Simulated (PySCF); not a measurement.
**Working out the ionisation energy of S**

S [Ne] 3s2 3p4 (3P) → S⁺ [Ne] 3s2 3p3 (4S). Computed with PySCF 2.14 in cc-pVDZ-DK (4s3p1d, 18 functions), with the spin-free X2C one-electron Hamiltonian (Gaussian nucleus). Frozen: [Ne]. Energies in hartree (1 hartree = 27.21139 eV):

| part | S (lower) | S⁺ (upper) |
| --- | --- | --- |
| UHF | -398.576681 | -398.239309 |
| CCSD correlation | -0.102590 | -0.086257 |
| (T) | -0.001131 | -0.000903 |

Task: What does Hartree-Fock give?

Result: (-398.239309) − (-398.576681) = 0.337372 hartree = 9.180 eV.

Task: What do CCSD and CCSD(T) give?

Result: The CCSD correlation energies differ by 0.016333 hartree = 0.444 eV and the triples by 0.000228 hartree = 0.006 eV, so CCSD gives 9.624 eV and CCSD(T) 9.630 eV.

Measured between the centres of the two terms (NIST): 10.336 eV, so CCSD(T) (valence) is off by -0.706 eV.

A double-zeta basis recovers only part of the correlation energy.

What remains against the reference includes basis incompleteness, the frozen core and higher excitations.
